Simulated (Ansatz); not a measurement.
The same path of CH4BF (7 atoms, charge 0, multiplicity 1) was run twice with different band settings. Lost on the way: B1–C2, B1–H6. Made: C2–H6.

All numbers below come from Ansatz 0.2.0, RKS r2SCAN-D4/6-31G*.

Relaxed end points:

```xyz
7
Properties=species:S:1:pos:R:3
B 0.456 0.012 0.040
C 0.796 -0.014 1.562
H -0.068 -0.207 2.206
H 1.570 -0.769 1.766
H 1.249 0.945 1.857
H 1.283 0.174 -0.821
F -0.800 -0.142 -0.379
```

```xyz
7
Properties=species:S:1:pos:R:3
B -0.565 0.187 -1.370
C 1.262 -0.138 1.589
H 0.377 -0.746 1.793
H 2.015 -0.319 2.361
H 0.985 0.920 1.590
H 1.673 -0.407 0.611
F -1.261 0.503 -0.345
```

Common settings: spring 5.0 eV/Å²; optimiser quadratic models (default); start path through a guess of the saddle point; force threshold 0.05 eV/Å; iteration limit 60; end points relaxed.

| run | movable images | climbing image |
| --- | --- | --- |
| 1 | 5 | yes |
| 2 | 4 | no |

Q: What does each run give, and how far can it be trusted?

A: Run 1: converged after 17 iterations, highest image 4.491 eV above the first end. Neighbouring images differ by up to 3.5 eV, so the band resolves the path poorly. A vibrational analysis at the climbing image gives one clearly imaginary mode, 1471i cm⁻¹: a first-order saddle point.
Run 2: converged after 11 iterations, highest image 3.501 eV above the first end. Neighbouring images differ by up to 3.1 eV, so the band resolves the path poorly. No image climbed, so the highest image needn't sit at the top of the path.
The orbitals stay closed-shell, which can raise the energy where a bond breaks towards radicals; this wasn't checked here.
